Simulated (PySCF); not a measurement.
hydrogen peroxide cation (H2O2), SMILES OO (connectivity only; charge and spin as stated), charge +1, multiplicity 2. Atoms are numbered in the order given.

```xyz
4

O      0.1575    -0.6348     0.0000
O     -0.1575     0.6348     0.0000
H     -0.7197    -1.1115     0.0000
H      0.7197     1.1115     0.0000
```
Charge +1, spin multiplicity 2.

Geometry: B3LYP-D3(BJ)/def2-TZVP. The spin state was assumed, not searched.

Computed with M06-2X/def2-TZVPD (PySCF).

Gas-phase values at a fixed geometry.

```json
{
 "total_energy": "-151.16513 hartree",
 "point_group": "C2h",
 "α spin, highest occupied and lowest empty level": "-20.78 and -5.93 eV",
 "β spin, highest occupied and lowest empty level": "-21.68 and -11.97 eV",
 "dipole_moment_about_the_centre_of_nuclear_charge": "0.00 D",
 "mean_static_polarisability": "11.1 bohr³ (1.64 Å³)",
 "polarisability_principal_values": "7.3, 9.3, 16.7 bohr³",
 "⟨S²⟩": "0.755 (pure state 0.75)"
}
```
